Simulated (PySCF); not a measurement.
These are PBE0-D4/def2-TZVP in PySCF values and carry that method's errors. Gas-phase values, no solvent. 

Reference species (SMILES): `[CH2]C` (neutral, multiplicity 2).

The highest occupied spin orbital is -5.93 eV.

Changed species: `[GeH3]` (radical fragment; the reference has radical fragment).

### Question
Predict the effect on the highest occupied spin orbital.

### Answer
the highest occupied spin orbital decreases by 0.36 eV, to -6.29 eV.
